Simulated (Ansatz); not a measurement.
Abridged output of a molecular run in Ansatz:

```
Functional definition: HF
2150 factors; integrals over basis functions are off by at most 8.3e-4 eV
mean field evaluation 1: about -11024.7741 eV, gradient 4.2e1 eV
mean field evaluation 2: about -11024.8493 eV, gradient 4.2e1 eV
mean field evaluation 4: about -11028.4812 eV, gradient 3.7e0 eV
mean field evaluation 8: about -11028.5287 eV, gradient 1.9e-1 eV
mean field -11028.52887604 eV, -405.2909607892 hartree, gradient 2.6e-6 eV, S^2 0.000000; 0 other end points of the search recorded, 0 dependent functions left out
7 core orbitals not correlated: weight in the atoms' cores, before any rotation towards them, 1.000 or more for the frozen orbitals, at most 0.000 for the correlated occupied ones
reference -11028.52887604 eV, -405.2909607892 hartree; 10, 10 occupied and 347, 347 virtual orbitals, 2150 factors
second order -16.11542540 eV of doubles, -0.00000000 eV of singles
cycle   1  -16.42334048 eV  change   -3.1e-1 eV  update   7.9e-2
cycle   2  -16.80283246 eV  change   -3.8e-1 eV  update   2.3e-2
cycle   3  -16.87835921 eV  change   -7.6e-2 eV  update   1.1e-2
cycle   4  -16.87079763 eV  change    7.6e-3 eV  update   2.2e-3
cycle   5  -16.87034983 eV  change    4.5e-4 eV  update   9.3e-4
cycle   6  -16.87057859 eV  change   -2.3e-4 eV  update   2.3e-4
cycle   7  -16.87046721 eV  change    1.1e-4 eV  update   9.0e-5
cycle   8  -16.87043619 eV  change    3.1e-5 eV  update   2.6e-5
cycle   9  -16.87044437 eV  change   -8.2e-6 eV  update   1.0e-5
perturbative correction -0.60808037 eV, -0.0223465414 hartree
Total energy: -11046.00740078 eV, -405.9332847259 hartree
```

Its atoms:

```xyz
9

C     0.6524   -0.8386   -0.4973
Si   -0.0469    0.5665    0.5068
O    -1.4003    1.2226   -0.1753
H     1.5706   -1.2130   -0.0355
H     0.8904   -0.5127   -1.5126
H    -0.0509   -1.6731   -0.5619
H     0.9236    1.6856    0.5849
H    -0.3443    0.0745    1.8837
H    -2.1946    0.6882   -0.1927
```

(1) Which basis set was used?
A. def2-SVPD
B. def2-QZVPP
C. def2-SVP
D. def2-TZVPPD

(2) Write the keys of the input that set method, charge and spin (a neutral closed shell needs none for the last two).

Answers

(1) B. It gives 364 functions.

(2) 
```yaml
correlation: {method: ccsd_t}
```
